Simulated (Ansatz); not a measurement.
C3H2O (`C#CC=O`), relaxed with RKS PBE0-D4/def2-TZVP in Ansatz from a PBE-D4/def2-SVP geometry. The force threshold is 0.005 eV/Å; the program also tests the step.

Total charge 0; spin multiplicity 1.

Start:

```xyz
6

C     1.333   -0.796   -0.054
C     0.280   -0.167   -0.035
C    -0.966    0.576    0.033
O    -1.589    0.961   -0.941
H     2.262   -1.350   -0.090
H    -1.322    0.775    1.087
```

```
        step  energy (eV)  largest force (eV/Å)  largest move (Å)
           1   -5183.7423                 1.339             0.000
           2   -5183.8007                 0.188             0.033
           3   -5183.8019                 0.039             0.005
4 (rejected)   -5183.8013                 0.102             0.007
           5   -5183.8020                 0.016             0.004
           6   -5183.8020                 0.015             0.002
           7   -5183.8020                 0.009             0.001
           8   -5183.8020                 0.004             0.000
```

End:

```xyz
6

C     1.315   -0.785   -0.054
C     0.284   -0.169   -0.042
C    -0.954    0.570    0.036
O    -1.570    0.950   -0.923
H     2.230   -1.331   -0.084
H    -1.305    0.765    1.067
```

Run time 15 s (2 threads of a server CPU on a shared host); peak host memory 0.21 GiB.
